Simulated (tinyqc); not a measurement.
Inside a calculation. Method: Pariser-Parr-Pople SCF with singles CI, for the molecule c1ccoc1 (SMILES; centres numbered as the heavy atoms are written). One step of it, computed by the program tinyqc.

Question. Iteration 1: Fock matrix. F_rr = H_rr + P_rr gamma_rr / 2 + sum_(s != r) P_ss gamma_rs; F_rs = H_rs - P_rs gamma_rs / 2; E = tr P (H + F) / 2 + core repulsion sum_(r<s) z_r z_s gamma_rs.

P at the start:
```
,1C,2C,3C,4O,5C
1C,1.194582,0.641795,-0.239649,-0.253122,0.654778
2C,0.641795,1.194582,0.654778,-0.253122,-0.239649
3C,-0.239649,0.654778,1.196994,0.642197,-0.250219
4O,-0.253122,-0.253122,0.642197,1.216848,0.642197
5C,0.654778,-0.239649,-0.250219,0.642197,1.196994
```

core matrix H (eV):
```
,1C,2C,3C,4O,5C
1C,-43.633924,-2.390000,0.000000,0.000000,-2.390000
2C,-2.390000,-43.632188,-2.390000,0.000000,0.000000
3C,0.000000,-2.390000,-47.156794,-2.240000,0.000000
4O,0.000000,0.000000,-2.240000,-62.249896,-2.240000
5C,-2.390000,0.000000,0.000000,-2.240000,-47.155724
```

repulsion gamma_rs (eV):
```
,1C,2C,3C,4O,5C
1C,11.130000,7.552804,5.520570,5.923873,7.552804
2C,7.552804,11.130000,7.554850,5.923004,5.518526
3C,5.520570,7.554850,11.130000,8.700754,5.519866
4O,5.923873,5.923004,8.700754,21.500000,8.702264
5C,7.552804,5.518526,5.519866,8.702264,11.130000
```

Centres (angstrom, eV; a flat drawing with bonds scaled to 1.40 angstrom):
```
centre,x,y,core charge z,W,gamma_rr
1C,1.191000,0.000000,1,11.160000,11.130000
2C,0.368000,1.133000,1,11.160000,11.130000
3C,-0.963000,0.700000,1,11.160000,11.130000
4O,-0.963000,-0.700000,2,33.000000,21.500000
5C,0.368000,-1.133000,1,11.160000,11.130000
```

Give: F; pi energy.

Answer.

F (eV):
```
,1C,2C,3C,4O,5C
1C,-5.106,-4.814,0.661,0.750,-4.863
2C,-4.814,-5.106,-4.863,0.750,0.661
3C,0.661,-4.863,-7.681,-5.034,0.691
4O,0.750,0.750,-5.034,-14.185,-5.034
5C,-4.863,0.661,0.691,-5.034,-7.683
```

pi energy = -96.984 eV
